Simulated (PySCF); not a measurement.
Breaking a bond: SMILES P (H3P). The P1–H4 bond (P1 also carries H, H; H4 carries nothing else) is stretched with both fragments frozen at the PBE0/def2-TZVP optimised geometry.

Levels of theory: UKS-r2SCAN = unrestricted r2SCAN/cc-pVDZ in PySCF; RKS-B3LYP/6-31G* = restricted B3LYP/6-31G*, spherical d (PySCF); RCCSD = CCSD on RHF/cc-pVDZ, 5 core orbitals frozen (PySCF); RHF/LANL2DZ = restricted Hartree-Fock/LANL2DZ, with its core potentials past Ne (PySCF 2.14.0); UMP2/3-21G = PySCF with unrestricted MP2 (frozen core)/3-21G.

Energies are in kcal/mol, each relative to the lowest point of its own curve near equilibrium.

```
R / Å  UKS-r2SCAN  RKS-B3LYP/6-31G*  RCCSD  RHF/LANL2DZ  UMP2/3-21G
-----  ----------  ----------------  -----  -----------  ----------
1.06         63.4              62.2   63.5         62.8        64.9
1.12         40.0              38.6   39.8         39.2        40.8
1.20         19.2              18.0   19.0         18.6        19.6
1.29          6.2               5.5    6.0          5.8         6.5
1.32          3.7               3.1    3.5          3.3         3.9
1.39          0.4               0.3    0.4          0.3         0.5
1.42          0.0               0.0    0.0          0.0         0.0
1.47          0.3               0.5    0.3          0.4         0.0
1.50          0.9               1.2    1.1          1.2         0.5
1.55          2.6               3.1    2.9          3.1         2.0
1.66          8.6               9.3    9.1          9.5         7.1
1.76         15.6              16.3   16.2         17.0        13.3
1.93         28.8              29.4   29.4         31.4        27.3
2.15         46.1              46.4   45.7         51.1        47.1
2.37         60.5              61.9   59.4         70.3        56.3
2.57         68.5              74.2   69.0         86.4        60.6
2.85         75.2              88.6   78.3        106.4        63.5
3.10         78.6              98.8   83.5        121.6        64.6
3.49         81.3             110.8   87.8        141.0        65.4
3.83         82.3             118.1   89.5        154.0        65.7
4.28         82.9             124.8   90.5        166.7        65.9
4.94         83.1             130.3   91.0        178.3        65.9
```

At the longest distance, 4.94 Å, RHF/LANL2DZ lies highest above its minimum (178.3 kcal/mol) and UMP2/3-21G lowest (65.9 kcal/mol).

The unrestricted determinant behind UKS-r2SCAN is spin-contaminated at 2.37 to 4.94 Å (<S²> up to 1.0, against 0.00 for a pure singlet). The restricted form behind RKS-B3LYP/6-31G*, RHF/LANL2DZ keeps the bonding electrons paired and can't separate into open-shell fragments. The T1 diagnostic of CCSD on the restricted reference of RCCSD exceeds 0.045 at 2.85 to 4.94 Å. The unrestricted determinant behind UMP2/3-21G is spin-contaminated at 1.93 to 4.94 Å (<S²> up to 1.0, against 0.00 for a pure singlet).
